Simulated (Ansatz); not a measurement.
input.yaml (Ansatz)

```yaml
crystal:
  lattice:
    - [2.145600255, 1.2387628848, 3.6587425267]
    - [-2.145600255, 1.2387628848, 3.6587425267]
    - [0.0, -2.4775257696, 3.6587425268]
  atoms:
    - { symbol: Sb, position: [0.2359371477, 0.2359371477, 0.2359371477] }
    - { symbol: Sb, position: [0.7640628523, 0.7640628523, 0.7640628523] }
hamiltonian:
  xc: lda
  pseudopotentials:
    kind: paw
    azcp:
      Sb: "pseudopotentials/Sb.paw.azcp"
basis:
  ecutwfc: 420
  fft_grid_basis: typed
kpoints:
  mp_grid: { grid: [15, 15, 15], shift: [0, 0, 0] }
magnetization:
  spin_polarized: false
scf:
  occupations: { method: fermi_dirac, width: 0.1 }
```

Terminal output

```
Warning: the record states the generating functional pbe (its physics header spells it `PBE`), which answers neither for hamiltonian.xc's functional nor for the lda family's — results may be inconsistent (PPs are generated against a specific XC)
Engine: ansatz 0.2.0, aarch64-unknown-linux-gnu
Pseudopotentials: kind: paw
Pseudopotential: Sb, paw, valence charge 15, recommended cutoff 420 eV (normal) 
Functional definition: SPW92
  exchange = slater_x
  correlation = pw_c
Crystal: 2 atoms, lattice volume = 58.347 Å³
Basis set: ecut = 420 eV, 1153 PW (Γ)
Bands: 19, of which v1, the nominal top of the filled ones, is band 15 counted from 1 (14 counted from 0)
Symmetry: 12 space group operations
Space group: R-3m (ITA 166), of the structure as read, at distance tolerance 3.9e-5 Å
k-points: 344 of 3375
Non-local potential: Sb, projectors of the file, l = 0: 2, l = 1: 2, l = 2: 2, l = 3: 2
PAW form: soft (Blöchl's): semilocal exchange-correlation on the pseudo side does not see the compensation charge
PAW frozen core: Sb, regenerated for the run's functional, and the local potential with it (the file was generated under x = pbe(κ = 0.804, μ = 0.2195149727645171), c = pbe(β = 0.06672455060314922))
PAW one-centre angular grid: Sb, 590 points (default); XC on 64 Gauss nodes
Initial density: superposition of atomic densities (neutral atoms: chi_scale 0, normalization atom), corrected by the library's trained network
Initial wavefunctions: pseudopotential atomic-orbital guess
Functional: x = slater, c = lda
SCF iter   1: F=—  HF=-12671.650142 eV  |F-HF|=—  |Δ(HF+E_count)|=         —  Δρ=6.45e-3  dr2=1.04e-2  ethr=1.77e-3  ⟨swp⟩=6.0  Hψ=33400  notcnv=0
SCF iter   2: F=—  HF=-12671.645094 eV  |F-HF|=—  |Δ(HF+E_count)|=   5.05e-3  Δρ=3.68e-3  dr2=3.43e-3  ethr=3.48e-5  ⟨swp⟩=1.8  Hψ=10278  notcnv=0
SCF iter   3: F=—  HF=-12671.643821 eV  |F-HF|=—  |Δ(HF+E_count)|=   1.27e-3  Δρ=5.77e-4  dr2=2.22e-4  ethr=1.14e-5  ⟨swp⟩=2.0  Hψ=9976  notcnv=0
SCF iter   4: F=—  HF=-12671.643732 eV  |F-HF|=—  |Δ(HF+E_count)|=   8.96e-5  Δρ=2.56e-4  dr2=2.92e-5  ethr=7.41e-7  ⟨swp⟩=2.0  Hψ=11703  notcnv=0
SCF iter   5: F=—  HF=-12671.643715 eV  |F-HF|=—  |Δ(HF+E_count)|=   1.63e-5  Δρ=9.84e-5  dr2=5.96e-6  ethr=9.73e-8  ⟨swp⟩=2.0  Hψ=11713  notcnv=0
SCF iter   6: F=—  HF=-12671.643714 eV  |F-HF|=—  |Δ(HF+E_count)|=   1.72e-6  Δρ=2.20e-5  dr2=4.23e-7  ethr=1.99e-8  ⟨swp⟩=2.0  Hψ=8084  notcnv=0
SCF iter   7: F=-12671.643714 eV  HF=-12671.643714 eV  |F-HF|=1.85e-8  |Δ(HF+E_count)|=   3.85e-8  Δρ=8.03e-6  dr2=2.96e-8  ethr=3.33e-10  ⟨swp⟩=3.0  Hψ=14731  notcnv=0
SCF 1 converged in 7 iterations: F = -12671.643714 eV  dr2 = 2.96e-8
SCF converged after 7 iterations
Free energy (F): -12671.643714 eV
Harris-Foulkes:  -12671.643714 eV  (|F-HF|=1.85e-8)
Internal energy: -12671.631647 eV  (E = F + TS)
E sigma→0 (E₀):  -12671.637680 eV
Entropy (-TS):   -0.012066 eV (-6.033 meV/atom)
Fermi energy:    10.173766 eV
--- Per-component energies (eV) ---
  E_band       = -331.967584
  E_kinetic    = 417.614194
  E_local      = -3141.818291  (includes V_loc(G=0)·N_el)
  E_nonlocal   = 732.735888
  E_hartree    = 1422.660822
  E_xc         = -276.431388
  E_vxc        = -195.542727  (∫ρ·V_xc dr)
  E_paw        = -8853.061165  (= ΣΔE_a)
  E_vpaw       = -990.286488  (= ΣTr[D̂ρ^β])
  E_aug_tail   = -0.000004  (compensation charges beyond the density's cutoff)
  E_ewald      = -2974.449350
  E_core_change = 1.117647  (= ΣΔE_core)
  E_smearing   = -0.012066  (= −TS)
  E_closure    = 0.000000  (closes the sum)
  Σ components = -12671.643714   (vs F -12671.643714, Δ=0.00e0)
```
